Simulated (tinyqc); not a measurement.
Worked calculation (part 1 of 2): UKS/B3LYP (VWN-RPA form) in the sto-3g basis, for CH, spin multiplicity 4. Computed by tinyqc, a small Python program that keeps every step (integrals from PySCF). Settings: charge = 0, multiplicity = 4, basis = sto-3g, energy threshold = 1e-10, iteration cap = 85, orthogonalisation = canonical, start = highest core orbitals, DIIS depth = 0, method = UKS, functional = b3lyp, grid = [10, 26]. Command: `OMP_NUM_THREADS=1 python tinyqc.py 21903 21904 out.jsonl` (the two numbers bound the seeds that draw the settings). One thread of a shared host (Intel(R) Xeon(R) Processor @ 2.60GHz), about 3 s of CPU time with the checks. Later iterations appear only in the table of the cycle.

## One-electron integrals

Geometry (angstrom):

| atom | x | y | z |
|---|---|---|---|
| C | 0.000000 | 0.000000 | 0.000000 |
| H | 0.000000 | 0.000000 | 1.150000 |

Basis sto-3g: exponents (1/bohr^2) and contraction coefficients of normalised primitives:

| element | l (shell) | exponent | coefficient |
|---|---|---|---|
| C | s (1) | 71.616837 | 0.154329 |
| C | s (1) | 13.045096 | 0.535328 |
| C | s (1) | 3.530512 | 0.444635 |
| C | s (2) | 2.941249 | -0.099967 |
| C | s (2) | 0.683483 | 0.399513 |
| C | s (2) | 0.222290 | 0.700115 |
| C | p (3) | 2.941249 | 0.155916 |
| C | p (3) | 0.683483 | 0.607684 |
| C | p (3) | 0.222290 | 0.391957 |
| H | s (1) | 3.425251 | 0.154329 |
| H | s (1) | 0.623914 | 0.535328 |
| H | s (1) | 0.168855 | 0.444635 |

Overlap, kinetic and nuclear-attraction integrals over the contracted functions; the nuclear repulsion is the sum of Za Zb / Rab.

nuclear repulsion = 2.76092458 hartree

overlap S:
```
           1C 1s     1C 2s    1C 2px    1C 2py    1C 2pz     2H 1s
1C 1s   1.000000  0.248362  0.000000  0.000000  0.000000  0.054144
1C 2s   0.248362  1.000000  0.000000  0.000000  0.000000  0.456787
1C 2px  0.000000  0.000000  1.000000  0.000000  0.000000  0.000000
1C 2py  0.000000  0.000000  0.000000  1.000000  0.000000  0.000000
1C 2pz  0.000000  0.000000  0.000000  0.000000  1.000000  0.445960
2H 1s   0.054144  0.456787  0.000000  0.000000  0.445960  1.000000
```

kinetic energy T (hartree):
```
            1C 1s      1C 2s    1C 2px    1C 2py    1C 2pz      2H 1s
1C 1s   15.891122  -0.085890  0.000000  0.000000  0.000000  -0.011942
1C 2s   -0.085890   0.472250  0.000000  0.000000  0.000000   0.088343
1C 2px   0.000000   0.000000  1.477728  0.000000  0.000000   0.000000
1C 2py   0.000000   0.000000  0.000000  1.477728  0.000000   0.000000
1C 2pz   0.000000   0.000000  0.000000  0.000000  1.477728   0.225614
2H 1s   -0.011942   0.088343  0.000000  0.000000  0.225614   0.760032
```

nuclear attraction V (hartree):
```
             1C 1s      1C 2s     1C 2px     1C 2py     1C 2pz      2H 1s
1C 1s   -34.112895  -4.306514   0.000000   0.000000  -0.015215  -0.956138
1C 2s    -4.306514  -5.640067   0.000000   0.000000  -0.159767  -2.183516
1C 2px    0.000000   0.000000  -5.560154   0.000000   0.000000   0.000000
1C 2py    0.000000   0.000000   0.000000  -5.560154   0.000000   0.000000
1C 2pz   -0.015215  -0.159767   0.000000   0.000000  -5.674713  -2.004017
2H 1s    -0.956138  -2.183516   0.000000   0.000000  -2.004017  -3.940573
```

core Hamiltonian H = T + V (hartree):
```
             1C 1s      1C 2s     1C 2px     1C 2py     1C 2pz      2H 1s
1C 1s   -18.221773  -4.392404   0.000000   0.000000  -0.015215  -0.968080
1C 2s    -4.392404  -5.167817   0.000000   0.000000  -0.159767  -2.095173
1C 2px    0.000000   0.000000  -4.082426   0.000000   0.000000   0.000000
1C 2py    0.000000   0.000000   0.000000  -4.082426   0.000000   0.000000
1C 2pz   -0.015215  -0.159767   0.000000   0.000000  -4.196985  -1.778403
2H 1s    -0.968080  -2.095173   0.000000   0.000000  -1.778403  -3.180541
```

## Two-electron integrals

Functions are numbered as in S; the eight-fold symmetry (ij|kl) = (ji|kl) = (kl|ij) leaves the list below.

Two-electron integrals (ij|kl) in chemists' order, unique and non-zero (hartree):
```
(11|11) 3.541948   (21|11) 0.576921   (21|21) 0.111888   (22|11) 0.854682
(22|21) 0.205284   (22|22) 0.624709   (31|31) 0.020296   (32|31) 0.030858
(32|32) 0.137996   (33|11) 0.852436   (33|21) 0.205335   (33|22) 0.624568
(33|33) 0.672833   (41|41) 0.020296   (42|41) 0.030858   (42|42) 0.137996
(43|43) 0.036269   (44|11) 0.852436   (44|21) 0.205335   (44|22) 0.624568
(44|33) 0.600295   (44|44) 0.672833   (51|51) 0.020296   (52|51) 0.030858
(52|52) 0.137996   (53|53) 0.036269   (54|54) 0.036269   (55|11) 0.852436
(55|21) 0.205335   (55|22) 0.624568   (55|33) 0.600295   (55|44) 0.600295
(55|55) 0.672833   (61|11) 0.126568   (61|21) 0.024399   (61|22) 0.044684
(61|33) 0.044530   (61|44) 0.044530   (61|51) 0.001493   (61|52) 0.002779
(61|55) 0.045006   (61|61) 0.005441   (62|11) 0.302647   (62|21) 0.073658
(62|22) 0.246519   (62|33) 0.240617   (62|44) 0.240617   (62|51) 0.007016
(62|52) 0.048273   (62|55) 0.258094   (62|61) 0.016757   (62|62) 0.127355
(63|31) 0.007503   (63|32) 0.039527   (63|53) 0.009451   (63|63) 0.015687
(64|41) 0.007503   (64|42) 0.039527   (64|54) 0.009451   (64|64) 0.015687
(65|11) 0.257463   (65|21) 0.063474   (65|22) 0.225253   (65|33) 0.213892
(65|44) 0.213892   (65|51) 0.012775   (65|52) 0.080486   (65|55) 0.247736
(65|61) 0.015121   (65|62) 0.138239   (65|65) 0.163021   (66|11) 0.451778
(66|21) 0.111836   (66|22) 0.425320   (66|33) 0.402716   (66|44) 0.402716
(66|51) 0.013455   (66|52) 0.124074   (66|55) 0.470016   (66|61) 0.025820
(66|62) 0.277197   (66|65) 0.332415   (66|66) 0.774606
```

## Orthogonalisation

S = U s U^T; canonical form X = U s^(-1/2), so that X^T S X = 1. Each column of U has its largest component positive (the first on a tie).

eigenvalues of S: 0.348552  0.818286  1.000000  1.000000  1.152181  1.680982

X:
```
                1          2         3          4          5         6
1C 1s    0.250226   0.784001  0.000000   0.000000   0.598161  0.193537
1C 2s   -0.909423  -0.526330  0.000000   0.000000   0.407799  0.417808
1C 2px   0.000000   0.000000  0.911261  -0.411829   0.000000  0.000000
1C 2py   0.000000   0.000000  0.411829   0.911261   0.000000  0.000000
1C 2pz  -0.794732   0.532299  0.000000   0.000000  -0.554943  0.338993
2H 1s    1.160926  -0.216895  0.000000   0.000000  -0.189370  0.517643
```

Within a degenerate level the vectors are fixed only up to a rotation; this is one choice.

## Starting guess

The start is the highest orbitals of the core Hamiltonian (a deliberately bad start); D(s) = C_occ C_occ^T for each spin.

D(alpha) at the start:
```
            1C 1s      1C 2s    1C 2px    1C 2py     1C 2pz      2H 1s
1C 1s    0.066975  -0.303068  0.000000  0.000000  -0.046887   0.103071
1C 2s   -0.303068   1.444786  0.000000  0.000000   0.357900  -0.802512
1C 2px   0.000000   0.000000  1.000000  0.000000   0.000000   0.000000
1C 2py   0.000000   0.000000  0.000000  1.000000   0.000000   0.000000
1C 2pz  -0.046887   0.357900  0.000000  0.000000   1.337819  -0.757507
2H 1s    0.103071  -0.802512  0.000000  0.000000  -0.757507   1.698590
```

D(beta) at the start:
```
            1C 1s      1C 2s     1C 2px     1C 2py     1C 2pz      2H 1s
1C 1s    0.002739  -0.026183   0.000000   0.000000  -0.023169   0.067262
1C 2s   -0.026183   0.250242   0.000000   0.000000   0.221443  -0.642859
1C 2px   0.000000   0.000000   0.999952  -0.006960   0.000000   0.000000
1C 2py   0.000000   0.000000  -0.006960   0.000048   0.000000   0.000000
1C 2pz  -0.023169   0.221443   0.000000   0.000000   0.195958  -0.568875
2H 1s    0.067262  -0.642859   0.000000   0.000000  -0.568875   1.651473
```

## Iteration 1: exchange-correlation on the grid

Becke grid with 10 radial and 26 angular points per atom, points of zero weight dropped. rho = sum D_ij phi_i phi_j; V_xc,ij = sum w v_xc phi_i phi_j plus the gradient terms; v_xc is d(rho eps)/d rho(s) for spin s at fixed gradient. Exact exchange is left to K.

The 12 grid points with the largest w rho, of 513 (bohr, atomic units):

| x | y | z | w | rho(alpha) | rho(beta) | eps_xc | v_xc(alpha) |
|---|---|---|---|---|---|---|---|
| -1.455293 | 0.000000 | 0.000000 | 0.991014 | 0.096901 | 0.071141 | -0.390612 | -0.484284 |
| 1.455293 | 0.000000 | 0.000000 | 0.991014 | 0.096901 | 0.071141 | -0.390612 | -0.484284 |
| -1.029048 | 1.029048 | 0.000000 | 0.792812 | 0.096901 | 0.036737 | -0.376283 | -0.469137 |
| 1.029048 | -1.029048 | 0.000000 | 0.792812 | 0.096901 | 0.036737 | -0.376283 | -0.469137 |
| -1.029048 | -1.029048 | 0.000000 | 0.792812 | 0.096901 | 0.035765 | -0.376008 | -0.468596 |
| 1.029048 | 1.029048 | 0.000000 | 0.792812 | 0.096901 | 0.035765 | -0.376008 | -0.468596 |
| -1.029048 | 0.000000 | -1.029048 | 0.793474 | 0.095046 | 0.035440 | -0.373447 | -0.466087 |
| 1.029048 | 0.000000 | -1.029048 | 0.793474 | 0.095046 | 0.035440 | -0.373447 | -0.466087 |
| 0.000000 | 0.000000 | -1.455293 | 0.991842 | 0.099277 | 0.002829 | -0.372706 | -0.450485 |
| 0.000000 | 1.455293 | 0.000000 | 0.991014 | 0.096901 | 0.001361 | -0.371720 | -0.446141 |
| 0.000000 | -1.455293 | 0.000000 | 0.991014 | 0.096901 | 0.001361 | -0.371720 | -0.446141 |
| -0.810629 | 0.000000 | 0.000000 | 0.203872 | 0.259368 | 0.196916 | -0.511824 | -0.679876 |

electrons on the grid, sum of w rho = 7.019154

E_xc = sum of w rho eps_xc = -2.69799915 hartree

V_xc(alpha) (hartree):
```
            1C 1s      1C 2s     1C 2px     1C 2py     1C 2pz      2H 1s
1C 1s   -0.724921  -0.154579   0.000000   0.000000  -0.000437  -0.033828
1C 2s   -0.154579  -0.504574   0.000000   0.000000  -0.012817  -0.212368
1C 2px   0.000000   0.000000  -0.509315   0.000040   0.000000   0.000000
1C 2py   0.000000   0.000000   0.000040  -0.499576   0.000000   0.000000
1C 2pz  -0.000437  -0.012817   0.000000   0.000000  -0.515986  -0.209721
2H 1s   -0.033828  -0.212368   0.000000   0.000000  -0.209721  -0.470987
```

V_xc(beta) (hartree):
```
            1C 1s      1C 2s     1C 2px     1C 2py     1C 2pz      2H 1s
1C 1s   -0.369119  -0.133017   0.000000   0.000000  -0.005114  -0.028994
1C 2s   -0.133017  -0.383060   0.000000   0.000000  -0.026321  -0.178031
1C 2px   0.000000   0.000000  -0.446383   0.001968   0.000000   0.000000
1C 2py   0.000000   0.000000   0.001968  -0.336886   0.000000   0.000000
1C 2pz  -0.005114  -0.026321   0.000000   0.000000  -0.373101  -0.184653
2H 1s   -0.028994  -0.178031   0.000000   0.000000  -0.184653  -0.452003
```

## Iteration 1: building the Kohn-Sham matrix

J_ij = sum D_kl (ij|kl) with D = D(alpha) + D(beta), K_ij = sum D_kl (ik|jl) for each spin; F = H + J - 0.2 K(s) + V_xc; E = tr D H + tr D J / 2 - 0.1 sum_s tr D(s) K(s) + E_xc + E_nn.

Coulomb J (hartree):
```
           1C 1s     1C 2s     1C 2px     1C 2py    1C 2pz     2H 1s
1C 1s   5.179224  1.247106   0.000000   0.000000  0.024325  0.273927
1C 2s   1.247106  3.944858   0.000000   0.000000  0.219118  1.762581
1C 2px  0.000000  0.000000   3.950879  -0.000505  0.000000  0.000000
1C 2py  0.000000  0.000000  -0.000505   3.878349  0.000000  0.000000
1C 2pz  0.024325  0.219118   0.000000   0.000000  4.002384  1.757768
2H 1s   0.273927  1.762581   0.000000   0.000000  1.757768  3.670358
```

exchange K(alpha) (hartree):
```
            1C 1s     1C 2s    1C 2px    1C 2py     1C 2pz     2H 1s
1C 1s    0.110839  0.105073  0.000000  0.000000  -0.000949  0.027103
1C 2s    0.105073  1.008944  0.000000  0.000000   0.027938  0.445320
1C 2px   0.000000  0.000000  0.890084  0.000000   0.000000  0.000000
1C 2py   0.000000  0.000000  0.000000  0.890084   0.000000  0.000000
1C 2pz  -0.000949  0.027938  0.000000  0.000000   0.929731  0.413214
2H 1s    0.027103  0.445320  0.000000  0.000000   0.413214  0.893748
```

exchange K(beta) (hartree):
```
            1C 1s     1C 2s     1C 2px     1C 2py     1C 2pz     2H 1s
1C 1s    0.024708  0.032570   0.000000   0.000000  -0.000988  0.004304
1C 2s    0.032570  0.159277   0.000000   0.000000   0.027982  0.134909
1C 2px   0.000000  0.000000   0.678223  -0.004431   0.000000  0.000000
1C 2py   0.000000  0.000000  -0.004431   0.041721   0.000000  0.000000
1C 2pz  -0.000988  0.027982   0.000000   0.000000   0.086688  0.165608
2H 1s    0.004304  0.134909   0.000000   0.000000   0.165608  0.687275
```

F(alpha) (hartree):
```
             1C 1s      1C 2s     1C 2px     1C 2py     1C 2pz      2H 1s
1C 1s   -13.789638  -3.320892   0.000000   0.000000   0.008863  -0.733402
1C 2s    -3.320892  -1.929322   0.000000   0.000000   0.040946  -0.634024
1C 2px    0.000000   0.000000  -0.818879  -0.000465   0.000000   0.000000
1C 2py    0.000000   0.000000  -0.000465  -0.881670   0.000000   0.000000
1C 2pz    0.008863   0.040946   0.000000   0.000000  -0.896534  -0.313000
2H 1s    -0.733402  -0.634024   0.000000   0.000000  -0.313000  -0.159919
```

F(beta) (hartree):
```
             1C 1s      1C 2s     1C 2px     1C 2py     1C 2pz      2H 1s
1C 1s   -13.416610  -3.284829   0.000000   0.000000   0.004194  -0.724007
1C 2s    -3.284829  -1.637875   0.000000   0.000000   0.027433  -0.537605
1C 2px    0.000000   0.000000  -0.713575   0.002349   0.000000   0.000000
1C 2py    0.000000   0.000000   0.002349  -0.549307   0.000000   0.000000
1C 2pz    0.004194   0.027433   0.000000   0.000000  -0.585040  -0.238410
2H 1s    -0.724007  -0.537605   0.000000   0.000000  -0.238410  -0.099641
```

total energy of this density = -13.25391464 hartree

## Iteration 1: diagonalisation and new density

Diagonalise F' = X^T F X, C = X C', fill 5 alpha and 2 beta electrons from the bottom; D(s) = C_occ C_occ^T. Each column has its largest component positive (the first on a tie).

F' = X^T F X (alpha) (hartree):
```
           1          2          3          4          5          6
1  -0.183527  -1.023816   0.000000   0.000000  -0.968460   0.157933
2  -1.023816  -6.369842   0.000000   0.000000  -5.600018  -2.656234
3   0.000000   0.000000  -0.829878  -0.023872   0.000000   0.000000
4   0.000000   0.000000  -0.023872  -0.870671   0.000000   0.000000
5  -0.968460  -5.600018   0.000000   0.000000  -6.982823  -3.009671
6   0.157933  -2.656234   0.000000   0.000000  -3.009671  -2.054526
```

orbital energies (alpha) (hartree): MO1 -13.790755, MO2 -1.211951, MO3 -0.899298, MO4 -0.881674, MO5 -0.818876, MO6 0.311286

coefficients C (alpha):
```
              MO1        MO2        MO3       MO4        MO5        MO6
1C 1s    1.002455  -0.249636  -0.032767  0.000000   0.000000   0.064930
1C 2s   -0.011124   1.052556   0.162502  0.000000   0.000000  -0.557255
1C 2px   0.000000   0.000000   0.000000  0.007411   0.999973   0.000000
1C 2py   0.000000   0.000000   0.000000  0.999973  -0.007411   0.000000
1C 2pz  -0.002858  -0.086927   1.037484  0.000000   0.000000  -0.503867
2H 1s    0.004870  -0.059200  -0.104833  0.000000   0.000000   1.297725
```

F' = X^T F X (beta) (hartree):
```
           1          2          3          4          5          6
1  -0.011011  -0.958275   0.000000   0.000000  -0.880594   0.027335
2  -0.958275  -5.993216   0.000000   0.000000  -5.583409  -2.624981
3   0.000000   0.000000  -0.683951   0.063200   0.000000   0.000000
4   0.000000   0.000000   0.063200  -0.578931   0.000000   0.000000
5  -0.880594  -5.583409   0.000000   0.000000  -6.677331  -2.979584
6   0.027335  -2.624981   0.000000   0.000000  -2.979584  -1.866572
```

orbital energies (beta) (hartree): MO1 -13.416861, MO2 -0.891497, MO3 -0.713609, MO4 -0.582861, MO5 -0.549274, MO6 0.343089

coefficients C (beta):
```
              MO1        MO2        MO3        MO4       MO5        MO6
1C 1s    1.001163  -0.253304   0.000000  -0.023043  0.000000   0.074188
1C 2s   -0.005310   1.042091   0.000000   0.100263  0.000000  -0.590680
1C 2px   0.000000   0.000000   0.999898   0.000000  0.014298   0.000000
1C 2py   0.000000   0.000000  -0.014298   0.000000  0.999898   0.000000
1C 2pz  -0.001527  -0.074436   0.000000   1.005638  0.000000  -0.566541
2H 1s    0.002705  -0.029615   0.000000  -0.021507  0.000000   1.302790
```

D(alpha) after iteration 1:
```
            1C 1s      1C 2s    1C 2px    1C 2py     1C 2pz      2H 1s
1C 1s    1.068308  -0.279231  0.000000  0.000000  -0.015161   0.023096
1C 2s   -0.279231   1.134404  0.000000  0.000000   0.077129  -0.079401
1C 2px   0.000000   0.000000  1.000000  0.000000   0.000000   0.000000
1C 2py   0.000000   0.000000  0.000000  1.000000   0.000000   0.000000
1C 2pz  -0.015161   0.077129  0.000000  0.000000   1.083938  -0.103631
2H 1s    0.023096  -0.079401  0.000000  0.000000  -0.103631   0.014518
```

D(beta) after iteration 1:
```
            1C 1s      1C 2s    1C 2px    1C 2py     1C 2pz      2H 1s
1C 1s    1.066489  -0.269282  0.000000  0.000000   0.017326   0.010210
1C 2s   -0.269282   1.085982  0.000000  0.000000  -0.077561  -0.030876
1C 2px   0.000000   0.000000  0.000000  0.000000   0.000000   0.000000
1C 2py   0.000000   0.000000  0.000000  0.000000   0.000000   0.000000
1C 2pz   0.017326  -0.077561  0.000000  0.000000   0.005543   0.002200
2H 1s    0.010210  -0.030876  0.000000  0.000000   0.002200   0.000884
```

## Iteration 2: exchange-correlation on the grid

As before.

The 12 grid points with the largest w rho, of 513 (bohr, atomic units):

| x | y | z | w | rho(alpha) | rho(beta) | eps_xc | v_xc(alpha) |
|---|---|---|---|---|---|---|---|
| 0.000000 | 0.000000 | -1.455293 | 0.991842 | 0.095573 | 0.031161 | -0.371234 | -0.464173 |
| 0.000000 | -1.455293 | 0.000000 | 0.991014 | 0.094872 | 0.024411 | -0.368760 | -0.458683 |
| -1.455293 | 0.000000 | 0.000000 | 0.991014 | 0.094872 | 0.024411 | -0.368760 | -0.458683 |
| 1.455293 | 0.000000 | 0.000000 | 0.991014 | 0.094872 | 0.024411 | -0.368760 | -0.458683 |
| 0.000000 | 1.455293 | 0.000000 | 0.991014 | 0.094872 | 0.024411 | -0.368760 | -0.458683 |
| 0.000000 | -1.029048 | -1.029048 | 0.793474 | 0.094350 | 0.029126 | -0.369390 | -0.461121 |
| -1.029048 | 0.000000 | -1.029048 | 0.793474 | 0.094350 | 0.029126 | -0.369390 | -0.461121 |
| 1.029048 | 0.000000 | -1.029048 | 0.793474 | 0.094350 | 0.029126 | -0.369390 | -0.461121 |
| 0.000000 | 1.029048 | -1.029048 | 0.793474 | 0.094350 | 0.029126 | -0.369390 | -0.461121 |
| -1.029048 | -1.029048 | 0.000000 | 0.792812 | 0.094872 | 0.024411 | -0.368760 | -0.458683 |
| 1.029048 | -1.029048 | 0.000000 | 0.792812 | 0.094872 | 0.024411 | -0.368760 | -0.458683 |
| -1.029048 | 1.029048 | 0.000000 | 0.792812 | 0.094872 | 0.024411 | -0.368760 | -0.458683 |

electrons on the grid, sum of w rho = 6.986955

E_xc = sum of w rho eps_xc = -4.82143175 hartree

V_xc(alpha) (hartree):
```
            1C 1s      1C 2s     1C 2px     1C 2py     1C 2pz      2H 1s
1C 1s   -1.851257  -0.279681   0.000000   0.000000  -0.000078  -0.061755
1C 2s   -0.279681  -0.511791   0.000000   0.000000   0.001570  -0.179201
1C 2px   0.000000   0.000000  -0.511923   0.000000   0.000000   0.000000
1C 2py   0.000000   0.000000   0.000000  -0.511923   0.000000   0.000000
1C 2pz  -0.000078   0.001570   0.000000   0.000000  -0.510122  -0.150852
2H 1s   -0.061755  -0.179201   0.000000   0.000000  -0.150852  -0.226730
```

V_xc(beta) (hartree):
```
            1C 1s      1C 2s     1C 2px     1C 2py     1C 2pz      2H 1s
1C 1s   -1.829551  -0.262921   0.000000   0.000000   0.000903  -0.057930
1C 2s   -0.262921  -0.409641   0.000000   0.000000   0.010854  -0.143120
1C 2px   0.000000   0.000000  -0.409553   0.000000   0.000000   0.000000
1C 2py   0.000000   0.000000   0.000000  -0.409553   0.000000   0.000000
1C 2pz   0.000903   0.010854   0.000000   0.000000  -0.407070  -0.119467
2H 1s   -0.057930  -0.143120   0.000000   0.000000  -0.119467  -0.199981
```
